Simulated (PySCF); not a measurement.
Gas-phase reaction: 4 SiHF + H2 ⇌ 2 SiHF2 + 2 SiH2

Energies from PySCF (xtb for GFN2), thermal terms from the rigid-rotor harmonic-oscillator model, ideal gas at 1 bar. † marks an energy on the PBE0/def2-TZVP geometry and frequencies; other levels use their own. CCSD(T) freezes the core. Open shells (unrestricted): SiHF2 (multiplicity 2); the rest are closed-shell singlets. GFN2 has no spin-polarisation term. B3LYP is the form with VWN-RPA correlation. SiHF, SiHF2: computed as isolated molecules; such fragments, hydroxides, amides, oligomers or adducts are transient or little studied in the gas. CCSD(T) isn't extrapolated to the basis-set limit; its ΔH°(298 K) is -13.2 kJ in def2-SVP and -24.0 kJ in def2-TZVPP. The harmonic model lacks anharmonicity and excited electronic states, which grow with temperature; levels with a mode under 35 cm⁻¹ are left out.

```
level                ΔE electronic, kJ  ΔH°(298 K), kJ  ΔS°(298 K), J/K  ΔG°(1200 K), kJ
-------------------  -----------------  --------------  ---------------  ---------------
B3LYP/def2-TZVP†                   -29             -19             -128              136
BLYP/def2-TZVP†                     -3               6             -128              161
CCSD(T)/def2-SVP†                  -23             -13             -128              142
CCSD(T)/def2-TZVPP†                -33             -24             -128              131
GFN2-xTB                            17              29             -123              176
HF/def2-TZVP†                     -134            -125             -128               30
PBE/def2-TZVP†                     -40             -31             -128              125
PBE0/def2-SVP†                     -63             -54             -128              101
LDA/def2-TZVP†                     -54             -45             -128              110
ωB97M-V/def2-TZVP†                  -4               5             -128              161
ωB97X-V/def2-TZVP†                 -44             -34             -128              121
```
ΔH° is lowest at HF/def2-TZVP† and highest at GFN2-xTB. No reference value is set beside these.
